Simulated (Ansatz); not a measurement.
2H WS₂ was calculated with PBEsol+SOC (Ansatz, a quantum-chemistry and plane-wave program, PAW).

Numerical settings: plane-wave cutoff 520 eV, 12×12×4 k mesh (along the axes of the cell as run), Fermi–Dirac smearing 0.01 eV, PAW data made under PBE.

Cell (measured lattice):

```yaml
crystal:
  lattice:
    - [-1.57650, 2.73058, 0.00000]
    - [3.15300, 0.00000, 0.00000]
    - [0.00000, 0.00000, -12.32300]
  atoms:
    - { symbol: W, position: [0.33333, 0.66667, 0.25000] }
    - { symbol: W, position: [0.66667, 0.33333, 0.75000] }
    - { symbol: S, position: [0.33333, 0.66667, 0.87700] }
    - { symbol: S, position: [0.66667, 0.33333, 0.37700] }
    - { symbol: S, position: [0.66667, 0.33333, 0.12300] }
    - { symbol: S, position: [0.33333, 0.66667, 0.62300] }
```

Predict the band gap, smallest direct gap on the k points sampled and direct gap at Γ.


- band gap = 0.88 eV (indirect)
- smallest direct gap on the k points sampled = 1.62 eV
- direct gap at Γ = 2.19 eV

Note: cell and atoms aren't relaxed at this level (largest force component 0.03 eV/Å, pressure -0.3 GPa).
